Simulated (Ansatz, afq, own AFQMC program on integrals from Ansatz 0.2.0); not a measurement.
**BH3S (triplet): quantum Monte Carlo beside coupled cluster at distance B1–H4 along a hydrogen transfer = 1.194 Å, cc-pVTZ**

How near does AFQMC come to the top of the ladder for BH3S (triplet)?

Computed with Ansatz 0.2.0, Gaussian basis, and an in-house AFQMC program (afq) on its integrals; all values are calculated. Level: cc-pVTZ, frozen cores.

Plan: PBE (unrestricted); CCSD(T) on UHF; r2SCAN (unrestricted); CCSD(T) on UHF; PBE0 (unrestricted); B3LYP (unrestricted); wB97M-V (unrestricted); B2PLYP (unrestricted); CCSD(T) on UHF; Phaseless AFQMC, CISD trial on UHF.

## 1. What is computed

The geometry derives from fragments relaxed apart (PBE0/def2-TZVP) and kept rigid, so it is no stationary point. A hydrogen atom is moved between rigid fragments.

5 atoms, charge 0, spin multiplicity 3.

Atoms are counted from 1 here; the program's logs count them from 0.

Bond lengths: B1–H2 1.193 Å, B1–H3 1.193 Å, B1–H4 1.193 Å. Angles: H2–B1–H3 120.0°, H2–B1–H4 120.0°, H3–B1–H4 120.0°.

## 2. PBE (unrestricted)

The input, in.yaml:

```yaml
crystal:
  periodic: [false, false, false]
  atoms:
    - {symbol: B, position_ang: [-2.270406, 0.000000, 0.000000]}
    - {symbol: H, position_ang: [-2.867140, 1.033571, 0.000000]}
    - {symbol: H, position_ang: [-2.867140, -1.033571, 0.000000]}
    - {symbol: H, position_ang: [-1.076941, 0.000000, 0.000000]}
    - {symbol: S, position_ang: [0.979594, 0.000000, 0.000000]}
basis:
  gaussian: {orbitals: cc-pVTZ}
magnetization: {spin_polarized: true, initial_magnetization: 2}
hamiltonian: {xc: {name: PBE}}
output: {orbitals: {seedname: orbitals}}
```

The run is started by

```bash
$ ansatz run in.yaml --threads 1 --pin off --events-out ev --progress --plain --max-ram 5632MiB --backend cpu
```

Output:

```text
Functional definition: PBE
  name "PBE"
  cite "Perdew, Burke & Ernzerhof, Phys. Rev. Lett. 77, 3865 (1996) doi:10.1103/PhysRevLett.77.3865"
  parent pbe
  parameter kappa = 0.804
  parameter beta = 0.06672455060314922
  exchange = pbe_x(kappa = kappa, mu = beta*pi^2/3)
  correlation = pbe_c(beta = beta)
660 factors; their error is unknown
mean field evaluation 1: about -11548.7871 eV, gradient 1.7e1 eV
mean field evaluation 2: about -11527.4650 eV, gradient 4.2e1 eV
mean field evaluation 4: about -11551.1730 eV, gradient 1.9e0 eV
mean field evaluation 8: about -11551.2035 eV, gradient 3.7e-2 eV
mean field evaluation 16: about -11551.1777 eV, gradient 3.1e-5 eV
mean field evaluation 32: about -11551.1381 eV, gradient 3.4e-6 eV
mean field evaluation 64: about -11551.0647 eV, gradient 3.7e0 eV
mean field -11551.17768296 eV, -424.4979501794 hartree, gradient 5.6e-6 eV, S^2 2.004293; 9 other end points of the search recorded, 0 dependent functions left out
reference -11551.17771759 eV, -424.4979514519 hartree; 13, 11 occupied and 93, 95 virtual orbitals, 660 factors
Total energy: -11551.17771759 eV, -424.4979514519 hartree
```

It took 7.5 s on 1 thread of AMD EPYC 7R13 (Zen 3), shared host; peak memory 0.72 GiB.

From the report: ⟨S²⟩ of the determinant 2.004 (pure triplet: 2.00).

## 3. CCSD(T) on UHF

in.yaml, as its differences from that of step 2:

```diff
@@ -11,3 +11,2 @@
 magnetization: {spin_polarized: true, initial_magnetization: 2}
-hamiltonian: {xc: {name: PBE}}
-output: {orbitals: {seedname: orbitals}}
+correlation: {method: ccsd_t, electrons: outside_noble_gas, hamiltonian_folder: ham}
```

The run is started by

```bash
$ ansatz run in.yaml --threads 1 --pin off --events-out ev --progress --plain --max-ram 16896MiB --backend cuda --devices 0, --max-vram 18GiB
```

Output (excerpt; [...] marks lines left out):

```text
Functional definition: HF
  name "HF"
  cite "Fock, Z. Phys. 61, 126 (1930) doi:10.1007/BF01340294"
  parent pbe
[...]
593 factors; integrals over basis functions are off by at most 1.2e-3 eV
[...]
mean field -11534.77159213 eV, -423.8950374618 hartree, gradient 5.5e-6 eV, S^2 2.014099; 14 other end points of the search recorded, 0 dependent functions left out
determinant -11534.77159213 eV, -423.8950374618 hartree, with singles and doubles -11542.55051146 eV, -424.1809074745 hartree
determinant -11534.74932424 eV, -423.8942191318 hartree, with singles and doubles -11542.52794640 eV, -424.1800782238 hartree
determinant -11534.25751556 eV, -423.8761454961 hartree, with singles and doubles -11542.05020510 eV, -424.1625215548 hartree
determinant -11534.77159213 eV, -423.8950374618 hartree, with singles and doubles -11542.42908512 eV, -424.1764451387 hartree
determinant -11534.74932424 eV, -423.8942191318 hartree, with singles and doubles -11542.40652177 eV, -424.1756159510 hartree
determinant -11534.25751556 eV, -423.8761454961 hartree, with singles and doubles -11541.92674345 eV, -424.1579844227 hartree
6 core orbitals not correlated: weight in the atoms' cores, before any rotation towards them, 1.000 or more for the frozen orbitals, at most 0.000 for the correlated occupied ones
reference -11534.77159213 eV, -423.8950374618 hartree; 7, 5 occupied and 93, 95 virtual orbitals, 593 factors
second order -6.46409656 eV of doubles, -0.00000000 eV of singles
cycle   1  -7.65749238 eV  change    6.1e-7 eV  update   2.5e-6
perturbative correction -0.22286079 eV, -0.0081899830 hartree
Total energy: -11542.65194530 eV, -424.1846350994 hartree
```

Run time: 14 s. Hardware: 1 × NVIDIA H100 80GB HBM3 with 1 thread of AMD EPYC 7R13 (Zen 3), shared host; peak host memory 0.8 GiB.

From the report: ⟨S²⟩ of the determinant 2.014 (pure triplet: 2.00); correlation -7.8804 eV; T1 0.011; largest double amplitude 0.04.

This run also writes the integrals to the folder ham.

## 4. r2SCAN (unrestricted)

in.yaml, as its differences from that of step 3:

```diff
@@ -11,2 +11,2 @@
 magnetization: {spin_polarized: true, initial_magnetization: 2}
-correlation: {method: ccsd_t, electrons: outside_noble_gas, hamiltonian_folder: ham}
+hamiltonian: {xc: {name: r2SCAN}}
```

The run is started by

```bash
$ ansatz run in.yaml --threads 1 --pin off --events-out ev --progress --plain --max-ram 5632MiB --backend cpu
```

Output (excerpt; [...] marks lines left out):

```text
Functional definition: r2SCAN
  name "r2SCAN"
  cite "Furness, Kaplan, Ning, Perdew & Sun, J. Phys. Chem. Lett. 11, 8208 (2020) doi:10.1021/acs.jpclett.0c02405"
  cite "Furness, Kaplan, Ning, Perdew & Sun, J. Phys. Chem. Lett. 11, 9248 (2020) doi:10.1021/acs.jpclett.0c03077"
  parent r2scan
[...]
660 factors; their error is unknown
[...]
mean field -11555.99102298 eV, -424.6748371624 hartree, gradient 6.1e-6 eV, S^2 2.007800; 9 other end points of the search recorded, 0 dependent functions left out
reference -11555.99103501 eV, -424.6748376045 hartree; 13, 11 occupied and 93, 95 virtual orbitals, 660 factors
Total energy: -11555.99103501 eV, -424.6748376045 hartree
```

Run time: 18 s. Hardware: 1 thread of AMD EPYC 7R13 (Zen 3), shared host; peak memory 0.72 GiB.

From the report: ⟨S²⟩ of the determinant 2.008 (pure triplet: 2.00).

## 5. CCSD(T) on UHF

in.yaml, as its differences from that of step 4:

```diff
@@ -9,4 +9,4 @@
 basis:
-  gaussian: {orbitals: cc-pVTZ}
+  gaussian: {orbitals: def2-TZVPP}
 magnetization: {spin_polarized: true, initial_magnetization: 2}
-hamiltonian: {xc: {name: r2SCAN}}
+correlation: {method: ccsd_t, electrons: outside_noble_gas}
```

The run is started by

```bash
$ ansatz run in.yaml --threads 1 --pin off --events-out ev --progress --plain --max-ram 16896MiB --backend cuda --devices 0, --max-vram 18GiB
```

Output (excerpt; [...] marks lines left out):

```text
Functional definition: HF
  name "HF"
  cite "Fock, Z. Phys. 61, 126 (1930) doi:10.1007/BF01340294"
  parent pbe
[...]
651 factors; integrals over basis functions are off by at most 1.4e-3 eV
[...]
mean field -11534.59220229 eV, -423.8884450068 hartree, gradient 2.5e-6 eV, S^2 2.014528; 14 other end points of the search recorded, 0 dependent functions left out
determinant -11534.59220229 eV, -423.8884450068 hartree, with singles and doubles -11542.39050112 eV, -424.1750272030 hartree
determinant -11534.56989085 eV, -423.8876250765 hartree, with singles and doubles -11542.36772894 eV, -424.1741903407 hartree
determinant -11534.07786858 eV, -423.8695435916 hartree, with singles and doubles -11541.88827099 eV, -424.1565705860 hartree
determinant -11534.59220229 eV, -423.8884450068 hartree, with singles and doubles -11542.26924031 eV, -424.1705709503 hartree
determinant -11534.56989085 eV, -423.8876250765 hartree, with singles and doubles -11542.24633597 eV, -424.1697292314 hartree
determinant -11534.07786858 eV, -423.8695435916 hartree, with singles and doubles -11541.76668930 eV, -424.1521025415 hartree
6 core orbitals not correlated: weight in the atoms' cores, before any rotation towards them, 1.000 or more for the frozen orbitals, at most 0.000 for the correlated occupied ones
reference -11534.59220229 eV, -423.8884450068 hartree; 7, 5 occupied and 102, 104 virtual orbitals, 651 factors
second order -6.46721321 eV of doubles, -0.00000000 eV of singles
cycle   1  -7.67703744 eV  change    5.8e-7 eV  update   2.5e-6
perturbative correction -0.22631042 eV, -0.0083167545 hartree
Total energy: -11542.49555015 eV, -424.1788876834 hartree
```

Run time: 14 s. Hardware: 1 × NVIDIA H100 80GB HBM3 with 1 thread of AMD EPYC 7R13 (Zen 3), shared host; peak host memory 0.81 GiB.

From the report: ⟨S²⟩ of the determinant 2.015 (pure triplet: 2.00); correlation -7.9033 eV; T1 0.011; largest double amplitude 0.04.

## 6. PBE0 (unrestricted)

in.yaml, as its differences from that of step 5:

```diff
@@ -9,4 +9,5 @@
 basis:
-  gaussian: {orbitals: def2-TZVPP}
+  gaussian: {orbitals: cc-pVTZ}
 magnetization: {spin_polarized: true, initial_magnetization: 2}
-correlation: {method: ccsd_t, electrons: outside_noble_gas}
+hamiltonian: {xc: {name: PBE0}}
+output: {orbitals: {seedname: orbitals}}
```

The run is started by

```bash
$ ansatz run in.yaml --threads 1 --pin off --events-out ev --progress --plain --max-ram 5632MiB --backend cpu
```

Output:

```text
Functional definition: PBE0
  name "PBE0"
  cite "Adamo & Barone, J. Chem. Phys. 110, 6158 (1999) doi:10.1063/1.478522"
  cite "Perdew, Burke & Ernzerhof, Phys. Rev. Lett. 77, 3865 (1996) doi:10.1103/PhysRevLett.77.3865"
  parent pbe
  parameter a = 0.25
  parameter kappa = 0.804
  parameter beta = 0.06672455060314922
  exchange = (1 - a)*pbe_x(kappa = kappa, mu = beta*pi^2/3) + a*exact_x
  correlation = pbe_c(beta = beta)
676 factors; their error is unknown
mean field evaluation 1: about -11551.5580 eV, gradient 1.1e1 eV
mean field evaluation 2: about -11552.0149 eV, gradient 7.4e0 eV
mean field evaluation 4: about -11552.4268 eV, gradient 4.0e-1 eV
mean field evaluation 8: about -11552.4327 eV, gradient 1.1e-2 eV
mean field evaluation 16: about -11552.4327 eV, gradient 8.8e-5 eV
mean field evaluation 32: about -11552.4327 eV, gradient 7.5e-6 eV
mean field -11552.43268289 eV, -424.5440705761 hartree, gradient 7.5e-6 eV, S^2 2.005754; 2 other end points of the search recorded, 0 dependent functions left out
reference -11552.43270922 eV, -424.5440715439 hartree; 13, 11 occupied and 93, 95 virtual orbitals, 676 factors
Total energy: -11552.43270922 eV, -424.5440715439 hartree
```

Run time: 4.1 s. Hardware: 1 thread of AMD EPYC 7R13 (Zen 3), shared host; peak memory 0.72 GiB.

From the report: ⟨S²⟩ of the determinant 2.006 (pure triplet: 2.00).

## 7. B3LYP (unrestricted)

in.yaml, as its differences from that of step 6:

```diff
@@ -11,3 +11,2 @@
 magnetization: {spin_polarized: true, initial_magnetization: 2}
-hamiltonian: {xc: {name: PBE0}}
-output: {orbitals: {seedname: orbitals}}
+hamiltonian: {xc: {name: B3LYP}}
```

The command is unchanged.

Output (excerpt; [...] marks lines left out):

```text
Functional definition: B3LYP
  name "B3LYP"
  cite "Stephens, Devlin, Chabalowski & Frisch, J. Phys. Chem. 98, 11623 (1994) doi:10.1021/j100096a001"
  cite "Becke, Phys. Rev. A 38, 3098 (1988) doi:10.1103/PhysRevA.38.3098"
  cite "Lee, Yang & Parr, Phys. Rev. B 37, 785 (1988) doi:10.1103/PhysRevB.37.785"
  cite "Vosko, Wilk & Nusair, Can. J. Phys. 58, 1200 (1980) doi:10.1139/p80-159"
[...]
676 factors; their error is unknown
[...]
mean field -11558.29958411 eV, -424.7596752191 hartree, gradient 6.8e-6 eV, S^2 2.004627; 2 other end points of the search recorded, 0 dependent functions left out
reference -11558.29980600 eV, -424.7596833736 hartree; 13, 11 occupied and 93, 95 virtual orbitals, 676 factors
Total energy: -11558.29980600 eV, -424.7596833736 hartree
```

Run time: 4.1 s. Hardware: 1 thread of AMD EPYC 7R13 (Zen 3), shared host; peak memory 0.72 GiB.

From the report: ⟨S²⟩ of the determinant 2.005 (pure triplet: 2.00).

## 8. wB97M-V (unrestricted)

in.yaml, as its differences from that of step 7:

```diff
@@ -11,2 +11,3 @@
 magnetization: {spin_polarized: true, initial_magnetization: 2}
-hamiltonian: {xc: {name: B3LYP}}
+hamiltonian: {xc: {name: wB97M-V}}
+output: {orbitals: {seedname: orbitals}}
```

The command is unchanged.

Output (excerpt; [...] marks lines left out):

```text
Functional definition: wB97M-V
  name "wB97M-V"
  cite "Mardirossian & Head-Gordon, J. Chem. Phys. 144, 214110 (2016) doi:10.1063/1.4952647"
  cite "Becke, J. Chem. Phys. 107, 8554 (1997) doi:10.1063/1.475007"
  cite "Vydrov & Van Voorhis, J. Chem. Phys. 133, 244103 (2010) doi:10.1063/1.3521275"
  # Of w^i u^j: cxij and so on, Table III.
[...]
  gx(w, u) = 1 - cx + cx01*u + cx10*w
  gss(w, u) = css00 + css04*u^4 + css10*w + css20*w^2 + css43*w^4*u^3
  gos(w, u) = cos00 + cos10*w + (cos20 + cos21*u)*w^2 + (cos60 + cos61*u)*w^6
[...]
      + integral(e_c_pw_mod_opposite_spin*gos(b97_w_opposite, b97_u_opposite)) + vv10(b, c)
667 factors; their error is unknown
146 factors; integrals over basis functions are off by at most 4.6e-5 eV
[...]
mean field -11556.05893939 eV, -424.6773330443 hartree, gradient 9.8e-6 eV, S^2 2.003540; 2 other end points of the search recorded, 0 dependent functions left out
reference -11556.05897994 eV, -424.6773345348 hartree; 13, 11 occupied and 93, 95 virtual orbitals, 667 factors
Total energy: -11556.05897994 eV, -424.6773345348 hartree
```

Wall time 13 s (1 thread of AMD EPYC 7R13 (Zen 3), shared host); peak memory 0.72 GiB.

From the report: ⟨S²⟩ of the determinant 2.004 (pure triplet: 2.00).

## 9. B2PLYP (unrestricted)

in.yaml, as its differences from that of step 8:

```diff
@@ -11,3 +11,3 @@
 magnetization: {spin_polarized: true, initial_magnetization: 2}
-hamiltonian: {xc: {name: wB97M-V}}
-output: {orbitals: {seedname: orbitals}}
+hamiltonian: {xc: {name: B2PLYP}}
+correlation: {electrons: outside_noble_gas}
```

Same command.

Output (excerpt; [...] marks lines left out):

```text
Functional definition: B2PLYP
  name "B2PLYP"
  cite "Grimme, J. Chem. Phys. 124, 034108 (2006) doi:10.1063/1.2148954"
  cite "Becke, Phys. Rev. A 38, 3098 (1988) doi:10.1103/PhysRevA.38.3098"
  cite "Lee, Yang & Parr, Phys. Rev. B 37, 785 (1988) doi:10.1103/PhysRevB.37.785"
[...]
593 factors; integrals over basis functions are off by at most 1.2e-3 eV
[...]
mean field -11551.07500521 eV, -424.4941768414 hartree, gradient 7.9e-6 eV, S^2 2.007705; 4 other end points of the search recorded, 0 dependent functions left out
6 core orbitals not correlated: weight in the atoms' cores, before any rotation towards them, 1.000 or more for the frozen orbitals, at most 0.000 for the correlated occupied ones
reference -11551.07514689 eV, -424.4941820483 hartree; 7, 5 occupied and 93, 95 virtual orbitals, 593 factors
second order -7.94550582 eV of doubles, -0.00000000 eV of singles
Total energy: -11553.22043346 eV, -424.5730198757 hartree
```

Run time: 6.5 s. Hardware: 1 thread of AMD EPYC 7R13 (Zen 3), shared host; peak memory 0.72 GiB.

From the report: ⟨S²⟩ of the determinant 2.008 (pure triplet: 2.00).

## 10. CCSD(T) on UHF

in.yaml, as its differences from that of step 9:

```diff
@@ -9,5 +9,4 @@
 basis:
-  gaussian: {orbitals: cc-pVTZ}
+  gaussian: {orbitals: "def2-QZVPP.json"}
 magnetization: {spin_polarized: true, initial_magnetization: 2}
-hamiltonian: {xc: {name: B2PLYP}}
-correlation: {electrons: outside_noble_gas}
+correlation: {method: ccsd_t, electrons: outside_noble_gas}
```

The run is started by

```bash
$ ansatz run in.yaml --threads 1 --pin off --events-out ev --progress --plain --max-ram 16896MiB --backend cuda --devices 0, --max-vram 18GiB
```

Output (excerpt; [...] marks lines left out):

```text
Functional definition: HF
  name "HF"
  cite "Fock, Z. Phys. 61, 126 (1930) doi:10.1007/BF01340294"
  parent pbe
[...]
1276 factors; integrals over basis functions are off by at most 1.4e-3 eV
[...]
mean field -11534.93535145 eV, -423.9010555058 hartree, gradient 2.6e-6 eV, S^2 2.015792; 14 other end points of the search recorded, 0 dependent functions left out
determinant -11534.93535145 eV, -423.9010555058 hartree, with singles and doubles -11543.26112919 eV, -424.2070221944 hartree
determinant -11534.91264234 eV, -423.9002209615 hartree, with singles and doubles -11543.23730093 eV, -424.2061465221 hartree
determinant -11534.41652123 eV, -423.8819888470 hartree, with singles and doubles -11542.75239402 eV, -424.1883265217 hartree
determinant -11534.93535145 eV, -423.9010555058 hartree, with singles and doubles -11543.02496598 eV, -424.1983433565 hartree
determinant -11534.91264234 eV, -423.9002209615 hartree, with singles and doubles -11543.00120809 eV, -424.1974702702 hartree
determinant -11534.41652123 eV, -423.8819888470 hartree, with singles and doubles -11542.51450705 eV, -424.1795843369 hartree
6 core orbitals not correlated: weight in the atoms' cores, before any rotation towards them, 1.000 or more for the frozen orbitals, at most 0.000 for the correlated occupied ones
reference -11534.93535145 eV, -423.9010555058 hartree; 7, 5 occupied and 204, 206 virtual orbitals, 1276 factors
second order -6.98242212 eV of doubles, -0.00000000 eV of singles
cycle   1  -8.08961360 eV  change    9.4e-7 eV  update   3.3e-6
perturbative correction -0.26853800 eV, -0.0098685894 hartree
Total energy: -11543.29350304 eV, -424.2082119114 hartree
```

Run time: 28 s. Hardware: 1 × NVIDIA H100 80GB HBM3 with 1 thread of AMD EPYC 7R13 (Zen 3), shared host; peak host memory 1.1 GiB.

From the report: ⟨S²⟩ of the determinant 2.016 (pure triplet: 2.00); correlation -8.3582 eV; T1 0.012; largest double amplitude 0.04.

## 11. Phaseless AFQMC, CISD trial on UHF

It reads the integrals that the CCSD(T) run on this determinant wrote.

The run is started by

```bash
$ afq ham --method phaseless --trial cisd --walkers 1000 --populations 20 --least-time 60 --time-step 0.005 --steps-per-block 50 --equilibration-blocks 28 --max-blocks 4000 --target-error 0.00021 --factor-cut 1e-05 --start spin_pure --seed 7782 --release-times 0.24,0.51,0.99,1.62,2.4 --release-step 0.03 --release-every 3 --taylor-order 6
```

Output:

```text
orbitals 100  electrons 7 5  factors 586 of 593
reference energy -423.89503746 Eh
CCSD correlation -0.28140774 Eh in 12 cycles, weight of the determinant in the CISD state 0.8772
energy of the start -424.175944 Eh
 block  time / (1/Eh)  mean weight  energy / Eh
     1     0.250  0.9994  -424.171998
     2     0.500  0.9999  -424.174665
     3     0.750  1.0003  -424.177570
     4     1.000  1.0001  -424.180035
     5     1.250  0.9996  -424.181930
     6     1.500  1.0007  -424.182751
     7     1.750  0.9997  -424.184143
     8     2.000  0.9999  -424.184126
     9     2.250  0.9998  -424.184886
    10     2.500  0.9995  -424.184432
    11     2.750  0.9996  -424.185353
    13     3.250  0.9994  -424.184320
    15     3.750  1.0002  -424.184954
    17     4.250  1.0001  -424.185805
    19     4.750  1.0007  -424.184683
    21     5.250  0.9994  -424.185839
    23     5.750  1.0003  -424.185875
    25     6.250  0.9999  -424.186220
    27     6.750  1.0000  -424.184867
    29     7.250  0.9997  -424.184571
    31     7.750  0.9996  -424.185210
    33     8.250  1.0000  -424.186091
    35     8.750  1.0003  -424.184781
    37     9.250  0.9997  -424.185506
    39     9.750  0.9997  -424.185944
    41    10.250  1.0009  -424.186778
    43    10.750  0.9995  -424.185696
    45    11.250  1.0000  -424.185301
    47    11.750  0.9995  -424.184904
    49    12.250  1.0002  -424.184658
    51    12.750  1.0000  -424.184848
    53    13.250  0.9995  -424.186630
    55    13.750  1.0001  -424.185213
    57    14.250  1.0002  -424.186511
    59    14.750  0.9995  -424.185532
    61    15.250  1.0004  -424.184932
    63    15.750  1.0008  -424.185696
    65    16.250  1.0004  -424.185432
    67    16.750  0.9996  -424.185453
    69    17.250  1.0002  -424.185671
    71    17.750  1.0001  -424.184389
    73    18.250  0.9998  -424.184819
    75    18.750  1.0008  -424.185501
    77    19.250  1.0007  -424.185611
    79    19.750  1.0006  -424.185604
    81    20.250  0.9996  -424.186343
    83    20.750  0.9998  -424.186469
    85    21.250  0.9997  -424.187436
    87    21.750  1.0004  -424.185994
    89    22.250  0.9995  -424.185510
    91    22.750  1.0006  -424.186182
    93    23.250  1.0005  -424.184890
    95    23.750  0.9994  -424.184527
    97    24.250  0.9989  -424.183839
    99    24.750  0.9998  -424.184264
   101    25.250  0.9997  -424.185590
   103    25.750  1.0006  -424.184267
   105    26.250  1.0001  -424.184596
   107    26.750  0.9999  -424.184457
error from the spread of 20 populations
released: time / (1/Eh)  energy / Eh  error  mean overlap
  0.24  -424.185730  0.000177  0.9914
  0.51  -424.185784  0.000150  0.9935
  0.99  -424.186067  0.000193  0.9839
  1.62  -424.186295  0.000237  0.9721
  2.40  -424.187221  0.001169  0.9894
energy -424.185436 +/- 0.000203 Eh
```

It took 2.7 min on 1 × NVIDIA H100 80GB HBM3 with 2 threads of AMD EPYC 7R13 (Zen 3), shared host; peak host memory 1.6 GiB.

Energy -11542.6738 ± 0.0055 eV. Caveats: constraint bias not in the error.

## 12. AFQMC on the ladder

On the UHF determinant, counted from CCSD(T) (a yardstick, not exact):

| level | energy (eV) | from CCSD(T) (meV) | statistical error (meV) | time |
| --- | --- | --- | --- | --- |
| HF | -11534.7716 | +7880.4 |  |  |
| MP2 | -11541.2357 | +1416.3 |  |  |
| CCSD | -11542.4291 | +222.9 |  |  |
| CCSD(T) | -11542.6519 | 0.0 |  |  |
| Phaseless AFQMC, CISD trial, step 0.005, 1000 walkers | -11542.6738 | -21.8 | 5.5 | 2.7 min |

The functionals' totals stand on their own zeros and serve differences with other points: PBE -11551.178 eV; r2SCAN -11555.991 eV; PBE0 -11552.433 eV; B3LYP -11558.300 eV; wB97M-V -11556.059 eV; B2PLYP -11553.220 eV.

## 13. Results

```
                                       quantity            value
Phaseless AFQMC, CISD trial on UHF from CCSD(T)  -21.8 ± 5.5 meV
```

**Reading.** On UHF the phaseless walk with the CISD trial lies -21.8 meV from CCSD(T), 4 times its error bar. Error bars are statistical and leave out the constraint, the time step and what remains of the start.
